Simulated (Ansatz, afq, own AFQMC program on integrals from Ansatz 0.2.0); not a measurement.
## Where AFQMC and coupled cluster stand for HO, doublet

```xyz
2

O     0.0000    0.0000    0.0000
H     0.0000    0.0000    1.8100
```

Basis cc-pVDZ. Noble-gas cores (and the filled d shells of Ga–Kr and In–Xe) are frozen. AFQMC by an in-house program on the Cholesky factors that Ansatz 0.2.0 writes for its CCSD(T) run. ph-AFQMC/CISD is guided by a CISD state made of CCSD amplitudes; releasing the constraint for a short imaginary time cuts its bias at the price of noise, slowly where states lie close. Uncertainties: one standard error, sampling alone.

Determinant: ROHF, the one that the program's search chose, which needn't be the lowest solution. The geometry is a point of a scan.

Full CI on the same integrals is exact in this basis and with this determinant's frozen core.

Cautions: a spin-contaminated unrestricted determinant lies lower (UHF 2.36 eV lower, ⟨S²⟩ 1.59); strong correlation (T1 0.061, weight of the determinant 0.81, largest double 0.33); the CCSD(T) amplitudes may be one of several solutions (largest double 0.33); the CCSDT(Q) amplitudes may be one of several solutions (largest double 0.37); the CCSDTQ amplitudes may be one of several solutions (largest double 0.37); the released energies are still falling, so no released level is given (meV from the phaseless value at times in 1/Eh: -6 ± 4 at 0.24, -15 ± 4 at 0.51, -22 ± 3 at 0.99, -27 ± 6 at 1.62, -35 ± 4 at 2.40).

```
T1 diagnostic                               : 0.0614
weight of the determinant in the CISD state : 0.806
size of the correlated space                : 7 electrons in 18 orbitals
```

Reference: full CI, correlation energy -6.277 eV.

```csv
level,E − E(reference) (kJ/mol),share of correlation (%)
HF,605.7,0.00
MP2,118.5,80.43
CCSD,24.9,95.88
CCSD(T),4.8,99.21
CCSDT,2.3,99.63
CCSDT(Q),-0.2,100.03
CCSDTQ,0.1,99.99
ph-AFQMC/CISD,6.2 ± 0.3,98.98
```

CCSDT and higher add their correlation energy to the determinant of the CCSD(T) run, since their own runs factorise the integrals more tightly (a shift of under 2 meV). A walk keeps the symmetry of its determinant, which the program's search chose and which needn't be the lowest solution, so a lower state of the same spin and another symmetry isn't excluded.
